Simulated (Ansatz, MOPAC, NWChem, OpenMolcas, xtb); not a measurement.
## SiNH4O (SMILES N[SiH]O): methods side by side

The runs start from one conformer, not always the lowest.

SiNH4O, doublet, SMILES `N[SiH]O`. Each level relaxes the structure for itself.

Each level gives the zero-point energy at each level's own minimum (kJ/mol). The values are calculated.

| level | kind | program | value (kJ/mol) |
| --- | --- | --- | --- |
| AM1 | semi-empirical | MOPAC | 125.7 |
| MNDO | semi-empirical | MOPAC | 130.1 |
| MNDOD | semi-empirical | MOPAC | 127.8 |
| GFN1-xTB | semi-empirical | xtb | 117.4 |
| UHF/3-21G | Hartree–Fock | OpenMolcas | 132.6 |
| UHF/6-31G* (spherical functions) | Hartree–Fock | NWChem | 133.8 |
| UHF/6-31G* (Cartesian functions) | Hartree–Fock | OpenMolcas | 134.1 |
| UBP86/def2-SVP | GGA | NWChem | 119.7 |
| UPBE0-D4/def2-TZVP | global hybrid | Ansatz | 125.1 |
| CASSCF(7,6)/ANO-XS-VDZ (DKH2) | multireference | OpenMolcas | 132.1 |

Harmonic and unscaled. The values span 117.4 to 134.1 kJ/mol.
